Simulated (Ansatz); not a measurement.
Input file:

```yaml
crystal:
  periodic: [false, false, false]
  atoms:
    - {symbol: B, position_ang: [0.000000, -0.285996, 1.615495]}
    - {symbol: B, position_ang: [0.000000, 0.444539, 0.154784]}
    - {symbol: F, position_ang: [0.000000, -0.177695, -1.018097]}
    - {symbol: H, position_ang: [0.000000, 1.648828, 0.202133]}
basis:
  gaussian: {orbitals: cc-pVDZ}
total_charge: 1
magnetization: {spin_polarized: false, initial_magnetization: 1}
correlation: {method: fic_mrcisd_q, electrons: outside_noble_gas, active_space: {window: {electrons: 9, orbitals: 9}}}
```

```sh
$ ansatz run in.yaml --threads 1 --pin off --events-out ev --progress --plain --max-ram 2393MiB
```

Q: Roughly how long does this take on 1 thread of Intel Xeon, shared host, and how much host memory?

A: 2.3 min wall and 0.4 GiB.

```
435 factors; integrals over basis functions are off by at most 1.0e-3 eV
mean field evaluation 1: about -4047.7399 eV, gradient 5.5e1 eV
mean field evaluation 2: about -4047.8485 eV, gradient 5.4e1 eV
mean field evaluation 4: about -4053.9621 eV, gradient 6.2e0 eV
mean field evaluation 8: about -4054.2981 eV, gradient 4.3e-1 eV
mean field evaluation 16: about -4054.3023 eV, gradient 2.1e-6 eV
mean field evaluation 32: about -4054.2966 eV, gradient 6.1e-1 eV
mean field -4054.30227119 eV, -148.9928603613 hartree, gradient 2.1e-6 eV, S^2 0.750000; 3 other end points of the search recorded, 0 dependent functions left out
reference -4054.30227119 eV, -148.9928603613 hartree; 10, 9 occupied and 37, 38 virtual orbitals, 435 factors
state -4058.00989933 eV, -149.1291131826 hartree
contracted CI cycle   1: correlation 0.00000000 eV, 0.0000000000 hartree, residual 2.45e1 eV
contracted CI cycle   2: correlation -4.54271192 eV, -0.1669415838 hartree, residual 3.87e0 eV
contracted CI cycle   3: correlation -4.72470455 eV, -0.1736296897 hartree, residual 1.37e0 eV
contracted CI cycle   4: correlation -4.74840502 eV, -0.1745006657 hartree, residual 4.90e-1 eV
...
contracted CI cycle   2: correlation -5.09150393 eV, -0.1871093184 hartree, residual 4.35e0 eV
contracted CI cycle   3: correlation -5.29392244 eV, -0.1945480614 hartree, residual 1.37e0 eV
contracted CI cycle   4: correlation -5.31560777 eV, -0.1953449826 hartree, residual 4.91e-1 eV
contracted CI cycle   5: correlation -5.31858691 eV, -0.1954544638 hartree, residual 1.91e-1 eV
contracted CI cycle   6: correlation -5.31904536 eV, -0.1954713116 hartree, residual 7.41e-2 eV
contracted CI cycle   7: correlation -5.31911274 eV, -0.1954737879 hartree, residual 3.15e-2 eV
contracted CI cycle   8: correlation -5.31912437 eV, -0.1954742152 hartree, residual 1.29e-2 eV
contracted CI cycle   9: correlation -5.31912651 eV, -0.1954742937 hartree, residual 5.66e-3 eV
contracted CI cycle  10: correlation -5.31912688 eV, -0.1954743076 hartree, residual 2.19e-3 eV
contracted CI cycle  11: correlation -5.31912694 eV, -0.1954743097 hartree, residual 9.23e-4 eV
state -4057.40182757 eV, -149.1067669575 hartree; corrected -4063.06482919 eV, -149.3148784283 hartree
state -4058.00989933 eV, -149.1291131826 hartree; corrected -4063.10330531 eV, -149.3162923998 hartree
2 active orbitals were swapped for others, from the solution at -4056.60857046 eV, -149.0776152963 hartree to that at -4057.45324748 eV, -149.1086566043 hartree; typed "places" are swapped only where nearly empty or full, and so, without "given_window_search", are "orbital_numbers", "shells" and a window whose orbitals a file names under [Active]
2 active orbitals were swapped for others, from the solution at -4057.45324748 eV, -149.1086566043 hartree to that at -4058.00988337 eV, -149.1291125959 hartree; typed "places" are swapped only where nearly empty or full, and so, without "given_window_search", are "orbital_numbers", "shells" and a window whose orbitals a file names under [Active]
Total energy: -4063.10330531 eV, -149.3162923998 hartree
```

For the same geometry and basis UCCSDT(Q) lies 70.6 meV lower.
